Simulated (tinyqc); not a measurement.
RHF in the sto-6g basis, for H2O, spin multiplicity 1, step by step. One step of it, computed by the program tinyqc.

Task: Iteration 1: building the Fock matrix. J_ij = sum D_kl (ij|kl), K_ij = sum D_kl (ik|jl); F = H + J - 0.5 K; E = tr D H + tr D J / 2 - 0.25 tr D K + E_nn.

D at the start:
```
            1O 1s      1O 2s    1O 2px     1O 2py     1O 2pz      2H 1s      3H 1s
1O 1s    2.059149  -0.227528  0.000000   0.000000   0.117271  -0.141667  -0.141667
1O 2s   -0.227528   1.071859  0.000000   0.000000  -0.444545   0.342997   0.342997
1O 2px   0.000000   0.000000  2.000000   0.000000   0.000000   0.000000   0.000000
1O 2py   0.000000   0.000000  0.000000   1.341282   0.000000   0.392723  -0.392723
1O 2pz   0.117271  -0.444545  0.000000   0.000000   1.813142   0.118288   0.118288
2H 1s   -0.141667   0.342997  0.000000   0.392723   0.118288   0.269041   0.039065
3H 1s   -0.141667   0.342997  0.000000  -0.392723   0.118288   0.039065   0.269041
```

core Hamiltonian H = T + V (hartree):
```
             1O 1s      1O 2s     1O 2px     1O 2py     1O 2pz      2H 1s      3H 1s
1O 1s   -33.072366  -7.311099   0.000000   0.000000  -0.021962  -1.890360  -1.890360
1O 2s    -7.311099  -9.280564   0.000000   0.000000  -0.241454  -3.933622  -3.933622
1O 2px    0.000000   0.000000  -7.501848   0.000000   0.000000   0.000000   0.000000
1O 2py    0.000000   0.000000   0.000000  -7.664822   0.000000  -2.065996   2.065996
1O 2pz   -0.021962  -0.241454   0.000000   0.000000  -7.607747  -1.749261  -1.749261
2H 1s    -1.890360  -3.933622   0.000000  -2.065996  -1.749261  -5.212995  -1.801939
3H 1s    -1.890360  -3.933622   0.000000   2.065996  -1.749261  -1.801939  -5.212995
```

Two-electron integrals (ij|kl) in chemists' order, unique and non-zero (hartree):
```
(11|11) 4.787491    (21|11) 0.675884    (21|21) 0.121505    (22|11) 1.117379
(22|21) 0.249212    (22|22) 0.817383    (31|31) 0.025762    (32|31) 0.039145
(32|32) 0.180664    (33|11) 1.117381    (33|21) 0.249212    (33|22) 0.817382
(33|33) 0.880663    (41|41) 0.025762    (42|41) 0.039145    (42|42) 0.180664
(43|43) 0.047461    (44|11) 1.117381    (44|21) 0.249212    (44|22) 0.817382
(44|33) 0.785741    (44|44) 0.880663    (51|51) 0.025762    (52|51) 0.039145
(52|52) 0.180664    (53|53) 0.047461    (54|54) 0.047461    (55|11) 1.117381
(55|21) 0.249212    (55|22) 0.817382    (55|33) 0.785741    (55|44) 0.785741
(55|55) 0.880663    (61|11) 0.185414    (61|21) 0.031928    (61|22) 0.063987
(61|33) 0.063847    (61|41) 0.001210    (61|42) 0.002356    (61|44) 0.064101
(61|51) 0.000976    (61|52) 0.001899    (61|54) 0.000205    (61|55) 0.064012
(61|61) 0.008552    (62|11) 0.424624    (62|21) 0.095902    (62|22) 0.345058
(62|33) 0.339532    (62|41) 0.005928    (62|42) 0.042554    (62|44) 0.349580
(62|51) 0.004779    (62|52) 0.034303    (62|54) 0.008100    (62|55) 0.346061
(62|61) 0.025293    (62|62) 0.176594    (63|31) 0.010987    (63|32) 0.060710
(63|43) 0.008908    (63|53) 0.007180    (63|63) 0.025877    (64|11) 0.228981
(64|21) 0.052479    (64|22) 0.201401    (64|33) 0.192173    (64|41) 0.013891
(64|42) 0.084572    (64|44) 0.215970    (64|51) 0.002341    (64|52) 0.019235
(64|54) 0.012003    (64|55) 0.196060    (64|61) 0.014522    (64|62) 0.125374
(64|64) 0.114090    (65|11) 0.184581    (65|21) 0.042303    (65|22) 0.162348
(65|33) 0.154909    (65|41) 0.002341    (65|42) 0.019235    (65|44) 0.159732
(65|51) 0.012874    (65|52) 0.076215    (65|54) 0.012795    (65|55) 0.172404
(65|61) 0.011706    (65|62) 0.101063    (65|64) 0.071108    (65|65) 0.083197
(66|11) 0.546306    (66|21) 0.125652    (66|22) 0.514008    (66|33) 0.493212
(66|41) 0.010689    (66|42) 0.102553    (66|44) 0.531026    (66|51) 0.008616
(66|52) 0.082668    (66|54) 0.030482    (66|55) 0.517783    (66|61) 0.033543
(66|62) 0.323308    (66|64) 0.262582    (66|65) 0.211665    (66|66) 0.774999
(71|11) 0.185414    (71|21) 0.031928    (71|22) 0.063987    (71|33) 0.063847
(71|41) -0.001210   (71|42) -0.002356   (71|44) 0.064101    (71|51) 0.000976
(71|52) 0.001899    (71|54) -0.000205   (71|55) 0.064012    (71|61) 0.008429
(71|62) 0.024479    (71|64) 0.012711    (71|65) 0.011320    (71|66) 0.031977
(71|71) 0.008552    (72|11) 0.424624    (72|21) 0.095902    (72|22) 0.345058
(72|33) 0.339532    (72|41) -0.005928   (72|42) -0.042554   (72|44) 0.349580
(72|51) 0.004779    (72|52) 0.034303    (72|54) -0.008100   (72|55) 0.346061
(72|61) 0.024479    (72|62) 0.146176    (72|64) 0.070881    (72|65) 0.081367
(72|66) 0.223313    (72|71) 0.025293    (72|72) 0.176594    (73|31) 0.010987
(73|32) 0.060710    (73|43) -0.008908   (73|53) 0.007180    (73|63) 0.020839
(73|73) 0.025877    (74|11) -0.228981   (74|21) -0.052479   (74|22) -0.201401
(74|33) -0.192173   (74|41) 0.013891    (74|42) 0.084572    (74|44) -0.215970
(74|51) -0.002341   (74|52) -0.019235   (74|54) 0.012003    (74|55) -0.196060
(74|61) -0.012711   (74|62) -0.070881   (74|64) -0.013811   (74|65) -0.038493
(74|66) -0.093898   (74|71) -0.014522   (74|72) -0.125374   (74|74) 0.114090
(75|11) 0.184581    (75|21) 0.042303    (75|22) 0.162348    (75|33) 0.154909
(75|41) -0.002341   (75|42) -0.019235   (75|44) 0.159732    (75|51) 0.012874
(75|52) 0.076215    (75|54) -0.012795   (75|55) 0.172404    (75|61) 0.011320
(75|62) 0.081367    (75|64) 0.038493    (75|65) 0.065462    (75|66) 0.136842
(75|71) 0.011706    (75|72) 0.101063    (75|74) -0.071108   (75|75) 0.083197
(76|11) 0.180154    (76|21) 0.041075    (76|22) 0.159286    (76|33) 0.155666
(76|44) 0.158654    (76|51) 0.003280    (76|52) 0.027500    (76|55) 0.163539
(76|61) 0.010727    (76|62) 0.080850    (76|64) 0.049231    (76|65) 0.052027
(76|66) 0.151465    (76|71) 0.010727    (76|72) 0.080850    (76|74) -0.049231
(76|75) 0.052027    (76|76) 0.044452    (77|11) 0.546306    (77|21) 0.125652
(77|22) 0.514008    (77|33) 0.493212    (77|41) -0.010689   (77|42) -0.102553
(77|44) 0.531026    (77|51) 0.008616    (77|52) 0.082668    (77|54) -0.030482
(77|55) 0.517783    (77|61) 0.031977    (77|62) 0.223313    (77|64) 0.093898
(77|65) 0.136842    (77|66) 0.357738    (77|71) 0.033543    (77|72) 0.323308
(77|74) -0.262582   (77|75) 0.211665    (77|76) 0.151465    (77|77) 0.774999
```

nuclear repulsion = 9.49644713 hartree

Give: Coulomb J; exchange K; Fock matrix F; total energy of this density.

Result:

Coulomb J (hartree):
```
          1O 1s   1O 2s  1O 2px   1O 2py   1O 2pz   2H 1s    3H 1s
1O 1s   17.7403  3.1749  0.0000   0.0000  -0.0081  0.8388   0.8388
1O 2s    3.1749  8.3961  0.0000   0.0000   0.0074  3.5046   3.5046
1O 2px   0.0000  0.0000  8.3858   0.0000   0.0000  0.0000   0.0000
1O 2py   0.0000  0.0000  0.0000   8.3972   0.0000  2.0295  -2.0295
1O 2pz  -0.0081  0.0074  0.0000   0.0000   8.4052  1.6445   1.6445
2H 1s    0.8388  3.5046  0.0000   2.0295   1.6445  5.2202   1.6117
3H 1s    0.8388  3.5046  0.0000  -2.0295   1.6445  1.6117   5.2202
```

exchange K (hartree):
```
         1O 1s    1O 2s  1O 2px   1O 2py   1O 2pz   2H 1s    3H 1s
1O 1s   9.7600   1.5827  0.0000   0.0000   0.0110  0.4370   0.4370
1O 2s   1.5827   2.5527  0.0000   0.0000  -0.1062  1.2179   1.2179
1O 2px  0.0000   0.0000  2.2499   0.0000   0.0000  0.0000   0.0000
1O 2py  0.0000   0.0000  0.0000   2.1045   0.0000  0.6767  -0.6767
1O 2pz  0.0110  -0.1062  0.0000   0.0000   2.2331  0.4983   0.4983
2H 1s   0.4370   1.2179  0.0000   0.6767   0.4983  1.1909   0.5384
3H 1s   0.4370   1.2179  0.0000  -0.6767   0.4983  0.5384   1.1909
```

Fock matrix F (hartree):
```
           1O 1s    1O 2s   1O 2px   1O 2py   1O 2pz    2H 1s    3H 1s
1O 1s   -20.2120  -4.9276   0.0000   0.0000  -0.0356  -1.2701  -1.2701
1O 2s    -4.9276  -2.1609   0.0000   0.0000  -0.1809  -1.0380  -1.0380
1O 2px    0.0000   0.0000  -0.2410   0.0000   0.0000   0.0000   0.0000
1O 2py    0.0000   0.0000   0.0000  -0.3199   0.0000  -0.3749   0.3749
1O 2pz   -0.0356  -0.1809   0.0000   0.0000  -0.3191  -0.3539  -0.3539
2H 1s    -1.2701  -1.0380   0.0000  -0.3749  -0.3539  -0.5883  -0.4594
3H 1s    -1.2701  -1.0380   0.0000   0.3749  -0.3539  -0.4594  -0.5883
```

total energy of this density = -75.392755 hartree
